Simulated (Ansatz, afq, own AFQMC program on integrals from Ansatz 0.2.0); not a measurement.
AFQMC on a folder of integrals that Ansatz 0.2.0 wrote.

```yaml
crystal:
  periodic: [false, false, false]
  atoms:
    - {symbol: Zn, position_ang: [0.000000, 0.000000, 0.000000]}
basis:
  gaussian: {orbitals: def2-TZVPP}
magnetization: {spin_polarized: false}
correlation: {method: ccsd_t, electrons: outside_noble_gas, hamiltonian_folder: ham}
```

```sh
$ ansatz run in.yaml --threads 1 --pin off --events-out ev --progress --plain --max-ram 24576MiB --backend cuda --devices 0, --max-vram 18GiB
```

Options of the walk:

```
--method free --trial cisd --walkers 4000 --time-step 0.03 --max-blocks 4000 --target-error 0.00025 --factor-cut 1e-05 --seed 5115 --times 0,0.21,0.42,0.81,1.2,1.8,2.4,3 --taylor-order 8
```

Times are imaginary, in 1/Eh. The walk had a cap of 68 s.

Log:

```
orbitals 55  electrons 6 6  factors 429 of 451
reference energy -1777.80706627 Eh
CCSD correlation -0.44949142 Eh in 9 cycles, weight of the determinant in the CISD state 0.9054
repeat  energy at the last time / Eh  error
    10  -1778.269268  0.000688
    20  -1778.268545  0.000484
time / (1/Eh)  energy / Eh  error  mean overlap
  0.00  -1778.256700  0.000173  1.1044
  0.21  -1778.265859  0.000122  1.0981
  0.42  -1778.266991  0.000107  1.0973
  0.81  -1778.268108  0.000169  1.0950
  1.20  -1778.268628  0.000161  1.0889
  1.80  -1778.268659  0.000239  1.0807
  2.40  -1778.269201  0.000256  1.0671
  3.00  -1778.268939  0.000443  1.0672
energy -1778.268939 +/- 0.000443 Eh
```

The run passed its tests (error under three times the target), which doesn't prove that it has relaxed, ending at its cap on processor time.

Against this walk (error 12.0 meV) on the same determinant: CCSD(T) 30.1 meV lower, CCSDT(Q) 0.9 meV lower (within the noise). The error is statistical, and a free projection of finite length keeps a remainder of its start.

Cautions: remainder of the start not in the error; error above the target (12.0 against 6.8 meV); no relativity below Rb; outer-core shells of the metal frozen.

The walk took 69 s on 1 × NVIDIA H100 80GB HBM3 with 2 threads of AMD EPYC 7R13 Processor (Zen 3) (shared host) (the card was shared). The log's last line is the free-projection energy.

CCSDT and higher add their correlation energy to the determinant of the CCSD(T) run, since their own runs factorise the integrals more tightly (a shift of under 2 meV). A walk keeps the symmetry of its determinant, which the program's search chose and which needn't be the lowest solution, so a lower state of the same spin and another symmetry isn't excluded.
